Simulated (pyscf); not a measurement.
`[CH]#[C][CH3]` + `[BrH]` -> `[CH2]=[C]=[CH2]` + `[BrH]`, a concerted two-bond exchange (singlet surface; C–H, Br–H broken, C–H, Br–H formed). Single points on ωB97X-D3(BJ)/def2-SVP structures (PySCF, gas phase). Correlated levels are frozen-core, on RHF or UHF. ΔMP2 is the change of the MP2 total energy from the triple- to the quadruple-zeta basis. Energies in kJ/mol from the separated reactants.

Small-basis levels: PySCF, no dispersion term, spherical d functions. AM1 to PM7: differences of heats of formation from MOPAC, which are fitted to 298 K values and so differ in kind from electronic energies by zero-point and thermal terms. Cost: rough CPU time at the saddle relative to B3LYP/6-31G*+LANL2DZ, from one job on a shared machine.

| level | barrier | reaction energy | cost |
|---|---|---|---|
| HF/STO-3G | 290.0 | +64.6 | 0.06 |
| HF/6-31G*+LANL2DZ | 148.1 | +7.3 | 0.09 |
| SVWN5/6-31G*+LANL2DZ | -21.2 | -19.2 | 1 |
| B3LYP/STO-3G | 157.0 | +23.2 | 0.7 |
| B3LYP/6-31G*+LANL2DZ | 66.6 | -11.4 | 1 |
| B3LYP/def2-SVP | 103.6 | -8.6 | 2 |
| PM7 | 186.6 | -31.9 | under 0.02 |
| CCSD(T)/def2-TZVPP + ΔMP2(QZVPP) | 125.5 | +5.4 | – |

Against the last row the barrier runs from -146.7 (SVWN5/6-31G*+LANL2DZ) to +164.5 kJ/mol (HF/STO-3G). At SVWN5/6-31G*+LANL2DZ this geometry lies under one side, so the entry may be no barrier of that level: it is a single point on another level's saddle. CCSD(T)/def2-TZVPP + ΔMP2(QZVPP) has limits of its own. On the reactant side the descent ends in a complex, 17.9 kJ/mol under the separated species and 133.9 kJ/mol under the saddle at ωB97X-D3(BJ)/def2-TZVP. At ωB97X-D3(BJ)/def2-TZVP the barrier from the zero used here is 116.0 kJ/mol. One saddle was located; it need not be the lowest between these sides. The CCSD(T) − MP2 part came from Ansatz, without density fitting, on the same reference. The frozen core leaves the outer d or s,p core shells of the metals and heavy elements correlated in the MP2 and CC values, and def2-TZVPP describes them poorly, which can shift differences by a few kcal/mol. In the def2 sets elements up to Kr have no core potential.
